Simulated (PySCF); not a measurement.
Molecule: SMILES [BH3-][NH2+]C, CH$_{8}$BN.

Numbering as in the mapped SMILES `[BH3-:1][NH2+:2][CH3:3]` (H(Xn): hydrogen on atom n).

Spin–spin couplings on one PBE0-D3(BJ)/def2-SVP geometry, PySCF, gas phase, non-relativistic, equivalent pairs averaged (spin–dipole term only in couplings to heteroatoms); isotopes 13C, 1H, 11B, 15N; basis pcJ-1.

How do the couplings (Hz) change with the functional? Times are CPU seconds on shared hosts with different chips, so compare them loosely.

## Answers


```tsv
functional	functions	1J(C3,H(C3))	1J(B1,H(B1))	1J(N2,H(N2))	1J(N2,C3)	1J(B1,N2)	2J(H(N2),H(N2))	2J(H(C3),H(C3))	core-s
HF	161	176.1	120.7	-92.0	-20.3	-8.7	-31.4	-27.5	5.3
LDA	161	110.1	81.5	-57.5	-1.5	0.0	-8.5	-8.0	8.6
PBE	161	132.9	101.4	-65.6	-4.3	-2.5	-11.3	-11.5	11
KT2	161	140.2	104.2	-69.9	-1.2	1.1	-17.5	-15.9	12
B3LYP	161	145.6	110.1	-71.9	-7.0	-3.2	-13.9	-13.0	8.4
PBE0	161	137.5	102.7	-69.1	-6.8	-3.2	-14.0	-13.6	10
B97-2	161	131.7	107.2	-66.1	-7.0	-6.1	-13.3	-11.7	11
BHandHLYP	161	156.8	115.7	-78.8	-11.0	-4.8	-18.2	-16.1	11
CAM-B3LYP	161	143.1	106.5	-71.6	-7.5	-2.9	-14.3	-13.3	14
```
